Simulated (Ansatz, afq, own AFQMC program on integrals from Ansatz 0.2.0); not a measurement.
## Ta, quartet in def2-SVP, levels against full CI

A free Ta atom.

Basis def2-SVP with its core potentials. Only valence electrons are correlated. AFQMC by an in-house program on the Cholesky factors that Ansatz 0.2.0 writes for its CCSD(T) run. ph-AFQMC/CISD is guided by a CISD state made of CCSD amplitudes; releasing the constraint for a short imaginary time cuts its bias at the price of noise, slowly where states lie close. ± is one standard error of the sampling. No spin–orbit coupling. The metal's outer-core s and p shells are frozen, which shifts wave-function levels against functionals.

Determinant: UHF, the one that the program's search chose, which needn't be the lowest solution.

Full CI on the same integrals is exact in this basis and with this determinant's frozen core.

Cautions: no spin-orbit coupling; outer-core shells of the metal frozen; the released energies have errors that jump between times, so the bars are unsure, so no released level is given (meV from the phaseless value at times in 1/Eh: -8.1 ± 1.3 at 0.60, -11.9 ± 2.3 at 1.20, -15.4 ± 0.9 at 2.00, -14 ± 6 at 3.00, -21.1 ± 0.8 at 4.20).

```
T1 diagnostic                               : 0.0190
weight of the determinant in the CISD state : 0.922
⟨S²⟩ of the determinant                     : 3.774
size of the correlated space                : 5 electrons in 28 orbitals
```

| level | correlation energy (eV) |
| --- | --- |
| MP2 | -1.3330 |
| CCSD | -1.6759 |
| CCSD(T) | -1.7368 |

**Question.** Estimate where phaseless AFQMC with a CISD trial lies against CCSD(T) on the same integrals.

**Answer.** 1.5 ± 0.9 meV below CCSD(T). The gap is under twice the noise, so this walk alone can't tell the two apart.

Reference: full CI, correlation energy -1.774 eV.

| level | E − E(reference) (meV) | share of correlation (%) |
| --- | --- | --- |
| CCSD(T) | 36.8 | 97.93 |
| CCSDT | 4.3 | 99.76 |
| CCSDT(Q) | 1.1 | 99.94 |
| CCSDTQ | -0.1 | 100.00 |
| ph-AFQMC/HF | 131.4 ± 14.3 | 92.59 |
| ph-AFQMC/CISD | 35.3 ± 0.9 | 98.01 |

CCSDT and higher add their correlation energy to the determinant of the CCSD(T) run, since their own runs factorise the integrals more tightly (a shift of under 2 meV).
